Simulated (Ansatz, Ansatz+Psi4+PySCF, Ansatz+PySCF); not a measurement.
```xyz
4

N     0.0000    0.0000    0.1165
H     0.0000    1.4096   -0.4660
H     0.8138   -0.4699   -0.2718
H    -0.8138   -0.4699   -0.2718
```

Basis set: cc-pVTZ (spherical functions). Left uncorrelated: 1 orbital. Charge 0, multiplicity 1.

Computed with Ansatz (development build ahead of 0.2.0); each method stands on the lowest determinant of its kind that the runs found. Restricted open shells among the atoms or ions are ROHF, correlated in semicanonical orbitals with singles.

(1) Give the atomization energy at this shape (free ground-state atoms in the same class of orbitals less the molecule, no zero-point energy) of singlet NH₃ by RHF-CCSD(T), RHF-MP2, UHF-MP2, UHF.

Results:

(1)

| method | atomization energy |
| --- | --- |
| RHF-CCSD(T) | 10.24 eV |
| RHF-MP2 | 10.03 eV |
| UHF-MP2 | 9.63 eV |
| UHF | 6.00 eV |

Caution: the shape is not the minimum. Caution for UHF-MP2: another reference gives a lower total; large amplitudes, a single reference is doubtful. Caution for UHF-MP2, UHF: the unrestricted determinant is spin contaminated.
